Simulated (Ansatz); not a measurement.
**C₃H₄ClF: basis-set convergence**

How large a basis does C₃H₄ClF need? Two functionals are run in growing sets.

Program: Ansatz 0.2.0, Gaussian basis. Level of theory: one geometry, several basis sets. These are calculated values, not measurements.

Plan: PBE0-D4/def2-SVP; ωB97M-V/def2-SVP; PBE0-D4/def2-QZVPP; ωB97M-V/def2-QZVPP; the functionals' def2-TZVPP values are taken from earlier runs.

## Step 1: The relaxed structure

The geometry comes from an earlier relaxation with PBE0-D4 in a triple-zeta def2 set; it is a stationary point, not always the lowest conformer.

SMILES `C=C(F)CCl`, 9 atoms, charge 0, spin multiplicity 1.

Atoms are counted from 1 here; the program's logs count them from 0.

Bond lengths: C1–C2 1.321 Å, C1–H6 1.082 Å, C1–H7 1.080 Å, C2–F3 1.339 Å, C2–C4 1.479 Å, C4–Cl5 1.788 Å, C4–H8 1.087 Å, C4–H9 1.090 Å. Angles: C2–C1–H6 121.0°, C2–C1–H7 119.9°, H6–C1–H7 119.1°, C1–C2–F3 120.6°, C1–C2–C4 126.6°, F3–C2–C4 112.8°, C2–C4–Cl5 111.6°, C2–C4–H8 110.4°, C2–C4–H9 110.7°, Cl5–C4–H8 107.7°, Cl5–C4–H9 106.5°, H8–C4–H9 109.8°.

## Step 2: PBE0-D4 in def2-SVP

The input, in.yaml:

```yaml
crystal:
  periodic: [false, false, false]
  atoms:
    - {symbol: C, position_ang: [-0.450103, 0.751385, 1.134214]}
    - {symbol: C, position_ang: [0.386609, 0.232747, 0.253661]}
    - {symbol: F, position_ang: [1.682101, 0.569225, 0.264744]}
    - {symbol: C, position_ang: [0.059844, -0.757673, -0.795219]}
    - {symbol: Cl, position_ang: [0.248055, -0.068913, -2.434285]}
    - {symbol: H, position_ang: [-0.106410, 1.452190, 1.883010]}
    - {symbol: H, position_ang: [-1.495493, 0.479356, 1.109970]}
    - {symbol: H, position_ang: [-0.969764, -1.091384, -0.693365]}
    - {symbol: H, position_ang: [0.733462, -1.613132, -0.739829]}
basis:
  gaussian: {orbitals: def2-SVP}
hamiltonian: {xc: pbe0, dispersion: d4}
output: {orbitals: {seedname: orbitals}}
```

Run with:

```console
$ ansatz run in.yaml --threads 2 --pin off --events-out ev --progress --plain --max-ram 4352MiB
```

After this run come: ωB97M-V in def2-SVP; PBE0-D4 in def2-QZVPP; ωB97M-V in def2-QZVPP.

**Question.** What will the summary of the whole plan be? Wanted: PBE0-D4: double and triple zeta above quadruple; ωB97M-V: double and triple zeta above quadruple.

The runs gave:

| quantity | value |
| --- | --- |
| PBE0-D4: double and triple zeta above quadruple | 11.90, 0.68 eV |
| ωB97M-V: double and triple zeta above quadruple | 12.08, 0.66 eV |

**Reading.** PBE0-D4 gains 11.22 eV from double to triple zeta, then 0.68 eV more. These are total energies; as a rule much of such shifts cancels in differences, which this series doesn't test. The LUMO of ωB97M-V is positive and keeps falling with the basis (1.99 to 1.44 eV): an unbound level that the basis holds in place.
